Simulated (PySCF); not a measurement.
Question: Write Cartesian coordinates for `N#CC#CCF` as optimised with PBE0-D3(BJ)/def2-SVP.

Answer: 
```xyz
8
C4H2FN angstrom
N      3.1591    1.9089    0.5460
C      2.1660    1.3074    0.4891
C      0.9917    0.5949    0.4239
C     -0.0395   -0.0452    0.3726
C     -1.2731   -0.8196    0.3161
F     -2.3165   -0.0784   -0.1549
H     -1.1216   -1.6951   -0.3398
H     -1.5146   -1.1890    1.3285
```

Any rigid rotation of these coordinates is as good. Atoms count from 1 in this order. The 6 heavy atoms lie in one plane (0.001 Å rms). The 3 C–C bonds span 1.215 Å (C3≡C4, drawn triple) to 1.458 Å (C4–C5, drawn single), a spread of 0.243 Å.

Bonds between heavy atoms (Å): N1≡C2 1.162, C2–C3 1.375, C3≡C4 1.215, C4–C5 1.458, C5–F6 1.364.

The calculation used PySCF, PBE0-D3(BJ)/def2-SVP geometry optimisation, gas phase.

Point group: Cs (tolerance 0.08 Å). No frequency check.

Hardware: one thread, Arm Neoverse V2 (aarch64), no GPU, shared host with 96 logical CPUs at a one-minute load of 24. Cost: 16 s, 0.37 GiB resident at most. That covers the optimisation of the geometry.
